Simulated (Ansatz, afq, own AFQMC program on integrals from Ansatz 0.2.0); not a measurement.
Integrals from Ansatz 0.2.0, then the random walk in our own AFQMC program (afq).

```yaml
crystal:
  periodic: [false, false, false]
  atoms:
    - {symbol: N, position_ang: [0.000000, 0.000000, 0.000000]}
    - {symbol: H, position_ang: [0.000000, 0.000000, 2.246000]}
basis:
  gaussian: {orbitals: cc-pVDZ}
magnetization: {spin_polarized: false, initial_magnetization: 2}
correlation: {method: ccsd_t, electrons: outside_noble_gas, hamiltonian_folder: ham}
```

```sh
$ ansatz run in.yaml --threads 1 --pin off --events-out ev --progress --plain --max-ram 16896MiB --backend cuda --devices 0, --max-vram 18GiB
```

afq runs on the folder ham with

```
--method phaseless --trial cid --walkers 40 --populations 1 --least-time 40 --time-step 0.01 --steps-per-block 5 --equilibration-blocks 60 --max-blocks 400 --target-error 0.00116 --factor-cut 1e-05 --start spin_pure --seed 7667 --release-times 0.2,0.4 --release-step 0.1 --release-every 20 --taylor-order 8
```

Times are imaginary, in 1/Eh. The walk had a cap of 60 s.

Log:

```
orbitals 18  electrons 4 2  factors 101 of 181
reference energy -54.75302613 Eh
CCSD correlation -0.22333420 Eh in 19 cycles, weight of the determinant in the CISD state 0.5248
energy of the start -54.907502 Eh
 block  time / (1/Eh)  mean weight  energy / Eh
     1     0.050  1.0005  -54.908605
     2     0.100  1.0000  -54.909591
     3     0.150  0.9963  -54.910420
     4     0.200  1.0028  -54.912368
     5     0.250  0.9993  -54.913993
     7     0.350  0.9987  -54.918601
     9     0.450  1.0035  -54.923477
    12     0.600  1.0031  -54.928337
    34     1.700  1.0022  -54.942310
    45     2.250  0.9979  -54.942006
    56     2.800  0.9973  -54.954080
    78     3.900  1.0063  -54.965964
   100     5.000  1.0017  -54.966641
   122     6.100  0.9954  -54.962945
   144     7.200  0.9980  -54.991853
   166     8.300  1.0009  -54.966330
   188     9.400  0.9985  -54.976093
   210    10.500  1.0013  -54.965483
   232    11.600  0.9736  -54.976034
   254    12.700  1.0004  -54.984418
   276    13.800  1.0026  -54.975038
   298    14.900  0.9900  -54.962121
   320    16.000  1.0005  -54.971015
   342    17.100  1.0001  -54.984593
   353    17.650  0.9964  -54.996493
   364    18.200  1.0019  -54.963719
   386    19.300  0.9980  -54.967757
   408    20.400  1.0038  -54.959467
   430    21.500  0.9963  -54.963663
   452    22.600  1.0005  -54.960972
blocks merged  error / Eh  count
     1  0.000557  400
     2  0.000768  200
     4  0.001063  100
     8  0.001434  50
    16  0.001847  25
    32  0.002327  12
released: time / (1/Eh)  energy / Eh  error  mean overlap
  0.20  -54.969302  0.002707  1.0084
  0.40  -54.970800  0.002533  1.0116
energy -54.969536 +/- 0.001847 Eh
(rows thinned)
```

The run failed at least one of its tests; the cautions name the faults. The second half of the sampling lies above the first by 1.8 errors of their difference, so the energy may still be moving and its error bar be too small.

Against this walk (error 50.3 meV) on the same determinant: CCSD(T) 341.7 meV lower, CCSDT(Q) 405.8 meV lower, CCSDTQ 401.8 meV lower, full CI 402.3 meV lower, a separate phaseless walk with a CISD trial and standard settings 364.2 ± 50.4 meV lower. The error is statistical and leaves out the bias of the constraint. Released to 0.40 1/Eh the energy moves by -34 ± 85 meV (both errors), within twice the noise. Full CI is exact here, so the walk's 402 meV above it is the walk's own error: the bias of the constraint with this trial, or a walk that hasn't relaxed. It lies above even CCSD, by 186 meV. The determinant is a poor start (see the cautions), so the low cluster orders aren't to be relied on, and full CI is the sure value.

Cautions: constraint bias not in the error; error not settled; error above the target (50.3 against 31.6 meV); lower spins were not checked; a spin-contaminated unrestricted determinant lies lower (UHF 3.73 eV lower, ⟨S²⟩ 2.95); strong correlation (T1 0.213, weight of the determinant 0.52, largest double 0.28); the CCSD(T) amplitudes may be one of several solutions (largest double 0.28); the CCSDT(Q) amplitudes may be one of several solutions (largest double 0.47); the CCSDTQ amplitudes may be one of several solutions (largest double 0.48); the bias of populations of 40 walkers isn't removed; the sampling time fell short of the least asked; the time-step error isn't removed.

The walk took 28 s on 1 × NVIDIA H100 80GB HBM3 with 2 threads of AMD EPYC 7R13 Processor (Zen 3), on a shared host (the card was shared). The log's last line is the phaseless energy.

CCSDT and higher add their correlation energy to the determinant of the CCSD(T) run, since their own runs factorise the integrals more tightly (a shift of under 2 meV). A walk keeps the symmetry of its determinant, which the program's search chose and which needn't be the lowest solution, so a lower state of the same spin and another symmetry isn't excluded.
